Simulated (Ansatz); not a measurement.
Run this with Ansatz 0.2.0 through its Python package and show what comes out.

`c2h3n.xyz`
```text
6

C    -1.18280   -0.52430   -0.70900
C    -0.24230   -0.21010   -0.10770
N     0.93700    0.12420    0.62700
H    -2.03850   -0.71750   -1.26750
H     1.74380    0.43210    0.03960
H     0.82480    0.83160    1.37140
```

`run_relaxed_scan.py`
```python
'''One bond of C2H3N held at set lengths while the rest relaxes.'''

from dataclasses import dataclass

import ansatz as az
import numpy as np


@dataclass(frozen=True)
class Settings:
    basis_set: str = 'def2-SVP'
    functional: str = 'PBE0'
    dispersion: str = 'd4'


settings = Settings()


def main() -> None:
    geometry = az.Crystal.molecule_from_extxyz('c2h3n.xyz')

    base = geometry.calculation()
    base = base.basis(gaussian=settings.basis_set)
    base = base.functional(settings.functional, dispersion=settings.dispersion).scf(lower_state_search='off')
    symbols = [site.symbol for site in geometry.cartesian_sites]
    pairs = [(0, 1), (0, 3), (1, 2), (2, 4), (2, 5)]
    print('held (A)   E (eV)        ', '  '.join(f'{symbols[i]}{i}-{symbols[j]}{j}' for i, j in pairs))
    for length in [0.95, 1.03, 1.12, 1.24, 1.39]:
        report = base.relax(constraints=[az.DistanceConstraint((2, 5), at=length)], force_tolerance=0.02, max_steps=60).run().report
        xyz = np.array(report['positions_ang'])
        print(f'{length:6.2f} {report["free_energy_ev"]:14.5f}  ', '  '.join(f'{np.linalg.norm(xyz[i] - xyz[j]):.3f}' for i, j in pairs))


if __name__ == '__main__':
    main()
```

`python run_relaxed_scan.py` gives:
```text
held (A)   E (eV)         C0-C1  C0-H3  C1-N2  N2-H4  N2-H5
DeckWarning: relax.constraints: the input's atoms, or those drawn, lie off the distances that are held; a relaxation that starts there is brought onto them ahead of its first SCF, by positions alone, [...]
  0.95    -3603.48404   1.214  1.072  1.342  1.014  0.950
  1.03    -3603.58733   1.214  1.073  1.345  1.015  1.030
  1.12    -3603.39474   1.214  1.073  1.347  1.017  1.120
  1.24    -3602.88012   1.214  1.073  1.348  1.019  1.240
  1.39    -3602.09868   1.215  1.073  1.346  1.021  1.390
```
(Warnings from the package without file and line, shortened, repeats left out.)

Caveats:
- These settings explore the input space; basis and method may be short of convergence.
- The energies are electronic: no zero-point or thermal terms, and the basis set is short of its limit.
- The whole script took 48 s on 1 thread of Arm Neoverse N1, with other jobs on the host, peak memory 0.18 GiB.
